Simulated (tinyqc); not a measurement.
Worked calculation: UKS/PBE0 in the sto-6g basis, for H2O+, spin multiplicity 2. One step of it, computed by the program tinyqc.

Question. Iteration 1: building the Kohn-Sham matrix. J_ij = sum D_kl (ij|kl) with D = D(alpha) + D(beta), K_ij = sum D_kl (ik|jl) for each spin; F = H + J - 0.25 K(s) + V_xc; E = tr D H + tr D J / 2 - 0.125 sum_s tr D(s) K(s) + E_xc + E_nn.

D(alpha) at the start:
```
            1O 1s      1O 2s    1O 2px     1O 2py     1O 2pz      2H 1s      3H 1s
1O 1s    1.041597  -0.180552  0.000000  -0.002182   0.033047  -0.049749  -0.053785
1O 2s   -0.180552   0.801965  0.000000   0.008679  -0.126769   0.152276   0.164417
1O 2px   0.000000   0.000000  1.000000   0.000000   0.000000   0.000000   0.000000
1O 2py  -0.002182   0.008679  0.000000   0.891301   0.004139   0.112903  -0.114922
1O 2pz   0.033047  -0.126769  0.000000   0.004139   0.938545   0.060989   0.066113
2H 1s   -0.049749   0.152276  0.000000   0.112903   0.060989   0.050804   0.025451
3H 1s   -0.053785   0.164417  0.000000  -0.114922   0.066113   0.025451   0.058669
```

D(beta) at the start:
```
            1O 1s      1O 2s    1O 2px     1O 2py     1O 2pz      2H 1s      3H 1s
1O 1s    1.041597  -0.180552  0.000000  -0.002182   0.033047  -0.049749  -0.053785
1O 2s   -0.180552   0.801965  0.000000   0.008679  -0.126769   0.152276   0.164417
1O 2px   0.000000   0.000000  0.000000   0.000000   0.000000   0.000000   0.000000
1O 2py  -0.002182   0.008679  0.000000   0.891301   0.004139   0.112903  -0.114922
1O 2pz   0.033047  -0.126769  0.000000   0.004139   0.938545   0.060989   0.066113
2H 1s   -0.049749   0.152276  0.000000   0.112903   0.060989   0.050804   0.025451
3H 1s   -0.053785   0.164417  0.000000  -0.114922   0.066113   0.025451   0.058669
```

core Hamiltonian H = T + V (hartree):
```
             1O 1s      1O 2s     1O 2px     1O 2py     1O 2pz      2H 1s      3H 1s
1O 1s   -32.725699  -7.230969   0.000000   0.000320  -0.011717  -0.705451  -0.764417
1O 2s    -7.230969  -8.951320   0.000000   0.003655  -0.138679  -1.835078  -1.956519
1O 2px    0.000000   0.000000  -7.226088   0.000000   0.000000   0.000000   0.000000
1O 2py    0.000320   0.003655   0.000000  -7.282810   0.001973  -1.045131   1.105636
1O 2pz   -0.011717  -0.138679   0.000000   0.001973  -7.277804  -1.028114  -1.086407
2H 1s    -0.705451  -1.835078   0.000000  -1.045131  -1.028114  -3.859023  -0.683702
3H 1s    -0.764417  -1.956519   0.000000   1.105636  -1.086407  -0.683702  -3.937402
```

Two-electron integrals (ij|kl) in chemists' order, unique and non-zero (hartree):
```
(11|11) 4.787491    (21|11) 0.675884    (21|21) 0.121505    (22|11) 1.117379
(22|21) 0.249212    (22|22) 0.817383    (31|31) 0.025762    (32|31) 0.039145
(32|32) 0.180664    (33|11) 1.117381    (33|21) 0.249212    (33|22) 0.817382
(33|33) 0.880663    (41|41) 0.025762    (42|41) 0.039145    (42|42) 0.180664
(43|43) 0.047461    (44|11) 1.117381    (44|21) 0.249212    (44|22) 0.817382
(44|33) 0.785741    (44|44) 0.880663    (51|51) 0.025762    (52|51) 0.039145
(52|52) 0.180664    (53|53) 0.047461    (54|54) 0.047461    (55|11) 1.117381
(55|21) 0.249212    (55|22) 0.817382    (55|33) 0.785741    (55|44) 0.785741
(55|55) 0.880663    (61|11) 0.069514    (61|21) 0.011995    (61|22) 0.024121
(61|33) 0.024072    (61|41) 0.000425    (61|42) 0.000838    (61|44) 0.024150
(61|51) 0.000406    (61|52) 0.000801    (61|54) 0.000075    (61|55) 0.024143
(61|61) 0.001207    (62|11) 0.196669    (62|21) 0.044614    (62|22) 0.165634
(62|33) 0.162752    (62|41) 0.002593    (62|42) 0.020370    (62|44) 0.167274
(62|51) 0.002476    (62|52) 0.019452    (62|54) 0.004318    (62|55) 0.166875
(62|61) 0.004443    (62|62) 0.044896    (63|31) 0.004574    (63|32) 0.026957
(63|43) 0.004056    (63|53) 0.003873    (63|63) 0.005799    (64|11) 0.112480
(64|21) 0.025841    (64|22) 0.102164    (64|33) 0.097846    (64|41) 0.005827
(64|42) 0.038317    (64|44) 0.108491    (64|51) 0.001196    (64|52) 0.010847
(64|54) 0.006292    (64|55) 0.100156    (64|61) 0.002671    (64|62) 0.033618
(64|64) 0.030605    (65|11) 0.107409    (65|21) 0.024676    (65|22) 0.097558
(65|33) 0.093435    (65|41) 0.001196    (65|42) 0.010847    (65|44) 0.095854
(65|51) 0.005716    (65|52) 0.037316    (65|54) 0.006366    (65|55) 0.103387
(65|61) 0.002550    (65|62) 0.032102    (65|64) 0.023688    (65|65) 0.028419
(66|11) 0.389077    (66|21) 0.089845    (66|22) 0.383355    (66|33) 0.370333
(66|41) 0.005640    (66|42) 0.062856    (66|44) 0.390766    (66|51) 0.005386
(66|52) 0.060023    (66|54) 0.019512    (66|55) 0.388966    (66|61) 0.008987
(66|62) 0.142815    (66|64) 0.121333    (66|65) 0.115863    (66|66) 0.774999
(71|11) 0.075348    (71|21) 0.013000    (71|22) 0.026139    (71|33) 0.026084
(71|41) -0.000461   (71|42) -0.000908   (71|44) 0.026169    (71|51) 0.000440
(71|52) 0.000867    (71|54) -0.000081   (71|55) 0.026162    (71|61) 0.001291
(71|62) 0.004674    (71|64) 0.002595    (71|65) 0.002688    (71|66) 0.009413
(71|71) 0.001417    (72|11) 0.210237    (72|21) 0.047679    (72|22) 0.176670
(72|33) 0.173601    (72|41) -0.002773   (72|42) -0.021669   (72|44) 0.178417
(72|51) 0.002648    (72|52) 0.020689    (72|54) -0.004598   (72|55) 0.177991
(72|61) 0.004609    (72|62) 0.037991    (72|64) 0.019974    (72|65) 0.026478
(72|66) 0.096546    (72|71) 0.005145    (72|72) 0.050718    (73|31) 0.004925
(73|32) 0.028907    (73|43) -0.004328   (73|53) 0.004132    (73|63) 0.004747
(73|73) 0.006605    (74|11) -0.119332   (74|21) -0.027412   (74|22) -0.108185
(74|33) -0.103580   (74|41) 0.006261    (74|42) 0.040953    (74|44) -0.114935
(74|51) -0.001275   (74|52) -0.011502   (74|54) 0.006710    (74|55) -0.106041
(74|61) -0.002539   (74|62) -0.019776   (74|64) -0.006060   (74|65) -0.013550
(74|66) -0.047350   (74|71) -0.003072   (74|72) -0.037710   (74|74) 0.034245
(75|11) 0.113936    (75|21) 0.026172    (75|22) 0.103294    (75|33) 0.098897
(75|41) -0.001275   (75|42) -0.011502   (75|44) 0.101474    (75|51) 0.006143
(75|52) 0.039888    (75|54) -0.006789   (75|55) 0.109511    (75|61) 0.002632
(75|62) 0.026345    (75|64) 0.013596    (75|65) 0.022772    (75|66) 0.072408
(75|71) 0.002933    (75|72) 0.036005    (75|74) -0.026390   (75|75) 0.031802
(76|11) 0.065293    (76|21) 0.015004    (76|22) 0.061542    (76|33) 0.059972
(76|41) 0.000006    (76|42) 0.000074    (76|44) 0.060856    (76|51) 0.001190
(76|52) 0.011675    (76|54) 0.000019    (76|55) 0.063797    (76|61) 0.001482
(76|62) 0.017576    (76|64) 0.011536    (76|65) 0.014123    (76|66) 0.063860
(76|71) 0.001606    (76|72) 0.018565    (76|74) -0.012039   (76|75) 0.014824
(76|76) 0.009350    (77|11) 0.398854    (77|21) 0.092089    (77|22) 0.392226
(77|33) 0.378587    (77|41) -0.005898   (77|42) -0.065246   (77|44) 0.399991
(77|51) 0.005632    (77|52) 0.062296    (77|54) -0.020436   (77|55) 0.398099
(77|61) 0.008904    (77|62) 0.092648    (77|64) 0.045711    (77|65) 0.069964
(77|66) 0.273348    (77|71) 0.009988    (77|72) 0.153599    (77|74) -0.129668
(77|75) 0.123805    (77|76) 0.063860    (77|77) 0.774999
```

nuclear repulsion = 6.63123881 hartree

V_xc(alpha) (hartree):
```
            1O 1s      1O 2s     1O 2px     1O 2py     1O 2pz      2H 1s      3H 1s
1O 1s   -2.341782  -0.283598   0.000000  -0.000073   0.001132  -0.030440  -0.032986
1O 2s   -0.283598  -0.623638   0.000000  -0.000417   0.004907  -0.113662  -0.122085
1O 2px   0.000000   0.000000  -0.623410   0.000000   0.000000   0.000000   0.000000
1O 2py  -0.000073  -0.000417   0.000000  -0.622436  -0.000151  -0.067247   0.072063
1O 2pz   0.001132   0.004907   0.000000  -0.000151  -0.623800  -0.064135  -0.068723
2H 1s   -0.030440  -0.113662   0.000000  -0.067247  -0.064135  -0.235615  -0.035653
3H 1s   -0.032986  -0.122085   0.000000   0.072063  -0.068723  -0.035653  -0.246136
```

V_xc(beta) (hartree):
```
            1O 1s      1O 2s     1O 2px     1O 2py     1O 2pz      2H 1s      3H 1s
1O 1s   -2.327836  -0.275468   0.000000  -0.000075   0.001174  -0.029730  -0.032217
1O 2s   -0.275468  -0.575159   0.000000  -0.000488   0.005914  -0.107535  -0.115497
1O 2px   0.000000   0.000000  -0.516876   0.000000   0.000000   0.000000   0.000000
1O 2py  -0.000075  -0.000488   0.000000  -0.603010  -0.000157  -0.065867   0.070581
1O 2pz   0.001174   0.005914   0.000000  -0.000157  -0.604454  -0.062720  -0.067218
2H 1s   -0.029730  -0.107535   0.000000  -0.065867  -0.062720  -0.234404  -0.034636
3H 1s   -0.032217  -0.115497   0.000000   0.070581  -0.067218  -0.034636  -0.244758
```

E_xc = sum of w rho eps_xc = -6.82326220 hartree

Give: Coulomb J; exchange K(alpha); exchange K(beta); F(alpha); F(beta); total energy of this density.

Answer.

Coulomb J (hartree):
```
         1O 1s   1O 2s  1O 2px  1O 2py  1O 2pz  2H 1s   3H 1s
1O 1s   16.967   2.993   0.000   0.000  -0.008  0.298   0.323
1O 2s    2.993   7.712   0.000   0.001  -0.017  1.525   1.628
1O 2px   0.000   0.000   7.647   0.000   0.000  0.000   0.000
1O 2py   0.000   0.001   0.000   7.743  -0.001  0.932  -0.988
1O 2pz  -0.008  -0.017   0.000  -0.001   7.747  0.890   0.944
2H 1s    0.298   1.525   0.000   0.932   0.890  3.518   0.562
3H 1s    0.323   1.628   0.000  -0.988   0.944  0.562   3.608
```

exchange K(alpha) (hartree):
```
        1O 1s   1O 2s  1O 2px  1O 2py  1O 2pz  2H 1s   3H 1s
1O 1s   4.906   0.793   0.000   0.000   0.003  0.083   0.089
1O 2s   0.793   1.324   0.000   0.003  -0.046  0.320   0.342
1O 2px  0.000   0.000   1.146   0.000   0.000  0.000   0.000
1O 2py  0.000   0.003   0.000   1.114   0.001  0.182  -0.192
1O 2pz  0.003  -0.046   0.000   0.001   1.132  0.161   0.171
2H 1s   0.083   0.320   0.000   0.182   0.161  0.220   0.096
3H 1s   0.089   0.342   0.000  -0.192   0.171  0.096   0.247
```

exchange K(beta) (hartree):
```
        1O 1s   1O 2s  1O 2px  1O 2py  1O 2pz  2H 1s   3H 1s
1O 1s   4.881   0.754   0.000   0.000   0.003  0.078   0.084
1O 2s   0.754   1.144   0.000   0.003  -0.046  0.293   0.313
1O 2px  0.000   0.000   0.265   0.000   0.000  0.000   0.000
1O 2py  0.000   0.003   0.000   1.067   0.001  0.178  -0.187
1O 2pz  0.003  -0.046   0.000   0.001   1.084  0.157   0.167
2H 1s   0.078   0.293   0.000   0.178   0.157  0.215   0.091
3H 1s   0.084   0.313   0.000  -0.187   0.167  0.091   0.240
```

F(alpha) (hartree):
```
          1O 1s   1O 2s  1O 2px  1O 2py  1O 2pz   2H 1s   3H 1s
1O 1s   -19.327  -4.720   0.000   0.001  -0.019  -0.459  -0.497
1O 2s    -4.720  -2.194   0.000   0.003  -0.139  -0.504  -0.536
1O 2px    0.000   0.000  -0.489   0.000   0.000   0.000   0.000
1O 2py    0.001   0.003   0.000  -0.441   0.001  -0.226   0.237
1O 2pz   -0.019  -0.139   0.000   0.001  -0.437  -0.242  -0.254
2H 1s    -0.459  -0.504   0.000  -0.226  -0.242  -0.631  -0.182
3H 1s    -0.497  -0.536   0.000   0.237  -0.254  -0.182  -0.637
```

F(beta) (hartree):
```
          1O 1s   1O 2s  1O 2px  1O 2py  1O 2pz   2H 1s   3H 1s
1O 1s   -19.307  -4.702   0.000   0.001  -0.019  -0.457  -0.495
1O 2s    -4.702  -2.100   0.000   0.003  -0.138  -0.491  -0.522
1O 2px    0.000   0.000  -0.162   0.000   0.000   0.000   0.000
1O 2py    0.001   0.003   0.000  -0.410   0.001  -0.223   0.235
1O 2pz   -0.019  -0.138   0.000   0.001  -0.406  -0.240  -0.252
2H 1s    -0.457  -0.491   0.000  -0.223  -0.240  -0.629  -0.180
3H 1s    -0.495  -0.522   0.000   0.235  -0.252  -0.180  -0.634
```

total energy of this density = -75.22691 hartree
